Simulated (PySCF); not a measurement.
Ionisation of aziridine

Molecule: aziridine, `C1CN1` (C2H5N). Atom numbers as in the mapped SMILES `[CH2:1]1[CH2:2][NH:3]1`. These are map numbers, not IUPAC locants.

These are calculated values, ωB97X-D3(BJ)/ma-def2-TZVP in PySCF (grid level 2) at geometries from PBE0-D3(BJ)/def2-SVP. The prefix ma- adds one diffuse s and one diffuse p function on all atoms but H. Thermal corrections: PBE0-D3(BJ)/def2-SVP frequencies, unscaled, ideal gas at 298.15 K and 1 bar, quasi-RRHO entropy.

Frontier levels of the parent: HOMO -9.76 eV, LUMO 1.20 eV.

Oxidation to the radical cation:
- Vertical ionisation energy (electronic): 9.85 eV
- Adiabatic ionisation energy (with zero-point energy): 9.22 eV
- Adiabatic, electronic part: 9.30 eV
- Vertical gap at the product's structure: 8.71 eV
- Inner reorganisation energy (four-point): 1144 meV
- Relaxation of product / of parent: 549 / 595 meV
- ⟨S²⟩ of the product: 0.754
- Largest spin populations: N3 0.82
- Largest changes of atomic charge: N3 0.43, H (on N3) 0.11, H (on C1) 0.09, H (on C2) 0.09
- Distances that move most (Å): C1–C2 1.479 → 1.528; C2–N3 1.452 → 1.406; C1–N3 1.452 → 1.406; N3–H 1.018 → 1.030
- Potential in dichloromethane: 6.76 V absolute, 2.05 V against Fc+/Fc computed at 4.70 V (solvation -16 → -252 kJ/mol)

Solvents are IEF-PCM continua (electrostatics only, gas-phase structures); absolute potentials refer to an electron at rest in vacuum. Fc+/Fc in dichloromethane, 4.70 V, is ωB97X-D3(BJ)/ma-def2-TZVP on PBE0-D3(BJ)/def2-SVP structures with GFN2-xTB thermal terms. Benchmark calculations put it near 5.0 V in acetonitrile and DMSO, so it is about 0.3 V low, and the value against it can read up to that much too high.

Measured values (NIST Chemistry WebBook, evaluated or the median of agreeing entries): vertical ionisation energy 9.85 eV (computed 9.85, difference 0.00).

Run with `OMP_NUM_THREADS=1 python redox_run.py task.json out` on 1 thread of Arm Neoverse V1, a shared host. Structures, frequencies and single points: 120 s of wall time.

Differences come from unrounded values, so a last digit can differ from that of the printed terms.
